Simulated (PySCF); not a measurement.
Working out the electron affinity of Si

Si- [Ne] 3s2 3p3 (4S) → Si [Ne] 3s2 3p2 (3P). Computed with PySCF 2.14 in aug-cc-pwCVDZ (6s5p3d, 36 functions), with the non-relativistic Hamiltonian (point nucleus). Frozen: nothing. Energies in hartree (1 hartree = 27.21139 eV):

```tsv
part	Si- (lower)	Si (upper)
UHF	-288.882853	-288.851177
MP2 opposite-spin	-0.144426	-0.138879
MP2 same-spin	-0.062147	-0.051381
```

Problem. What does Hartree-Fock give?

Solution. (-288.851177) − (-288.882853) = 0.031676 hartree = 0.862 eV.

Problem. What do MP2 and SCS-MP2 (6/5 opposite-spin, 1/3 same-spin) give?

Solution. The opposite-spin parts differ by 0.151 eV and the same-spin parts by 0.293 eV. MP2: 0.862 + (0.151) + (0.293) = 1.306 eV. SCS-MP2: 0.862 + 1.2 × (0.151) + (0.293)/3 = 1.141 eV.

A first-order spin-orbit estimate adds -0.016 eV to MP2 (all electrons), giving 1.290 eV against 1.390 eV (measured; photodetachment measurements, as compiled on the Wikipedia data page of electron affinities).

A double-zeta basis recovers only part of the correlation energy.

What remains against the reference includes basis incompleteness and correlation beyond second order.
